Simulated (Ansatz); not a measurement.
# Match the barriers

Saddle point of SiH$_{4}$S$_{2}$, closed shell (SiH₄S₂ ([SH][SiH2][SH]) → SiH₂S ([SiH2][S]) + H₂S (still joined by a long Si–S bond); bonds formed: S2–H4; bonds broken: S3–H4; bonds weakened to dative contacts: Si1–S2), PBE0-D4/def2-TZVP structure:

Si1  (-0.518, -0.227, 0.685)
S2  (1.061, -0.427, -1.061)
S3  (-1.636, 1.153, -0.257)
H4  (-0.091, 0.424, -1.360)
H5  (-0.928, -1.652, 0.782)
H6  (0.350, 0.087, 1.852)
H7  (1.761, 0.641, -0.640)
(Å)

Ansatz 0.2.0; basis: def2-TZVPP, with def2-QZVPP for the basis limit; cores frozen in the correlated methods. Extrapolation: Hartree–Fock as exp(−7.88 √X), correlation as X^−2.97. Four methods, as single points on the PBE0-D4 structures, gave these electronic barriers from the start structure: 32.22, 35.13, 39.34, 49.27 kcal/mol.

Question: The methods were, in alphabetical order, CCSD(T), HF, PBE-D4, r2SCAN-D4. Which gave which? (Judge from chemistry; the calculation decides.)

Answer: Computed: PBE-D4 32.22; r2SCAN-D4 35.13; CCSD(T) 39.34; HF 49.27 kcal/mol. For comparison, CCSD(T) at an estimated basis limit (MP2 extrapolated from triple and quadruple zeta, plus CCSD(T) − MP2 in triple zeta) gives 38.38 kcal/mol.

The T1 diagnostic stays at or below 0.015.

Labels in which every atom is bracketed show which atoms are joined, not bond orders.

For scale, one of the runs: CCSD(T)/def2-TZVPP, 182 basis functions, launched by `ansatz run in.yaml --threads 2 --pin off --events-out ev --progress --plain --max-ram 4352MiB`. Hardware: 2 CPU threads of an Intel Xeon Platinum 8175M, shared host. Wall time 28 s; peak host memory 1.6 GiB.
